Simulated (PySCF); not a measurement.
**How well do the runs reproduce experiment for ammonia?**

**The experiment to reproduce.**

From NIST CCCBDB Release 22 (SRD 101), experimental polarizabilities, for the gas: mean polarisability 2.103 Å³.

The runs below try to reproduce these values; the comparison stands at the end.

Species: ammonia, NH3.
Atom-mapped SMILES: `[NH3:1]` (hydrogens: H2, H3, H4 on N1)

Geometry (GFN2-xTB, Å), atoms numbered from 1 in this order:
```
atom  x, y, z in Å
N1     0.0056    0.0027    0.2693
H2     0.9245   -0.1961   -0.1068
H3    -0.6303   -0.7005   -0.0865
H4    -0.2895    0.8987   -0.0989
```

The PySCF runs (gas phase, on this GFN2-xTB geometry; no spin–orbit coupling):

```csv
level,job,basis functions,wall time
CAM-B3LYP/def2-SVPD,"8 singlets by full TDDFT, 3 Tamm–Dancoff triplets, polarisability",44,1.0 s
```

Hardware: x86-64 server, one thread (shared host).

**Comparison with experiment**

**Mean polarisability.** Measured: 2.103 Å³ (NIST CCCBDB Release 22 (SRD 101), experimental polarizabilities).

```tsv
level	computed (Å³)	computed − measured (Å³)	% (from the printed values)
CAM-B3LYP/def2-SVPD	1.974	-0.129	-6
```

The computed values are static and purely electronic, with core orbitals frozen in the response (1 au = 0.148185 Å³). The table of measured values doesn't say here whether a value is static or optical, or holds a vibrational part.

No measured geometry was used, and the causes of the misses weren't examined.
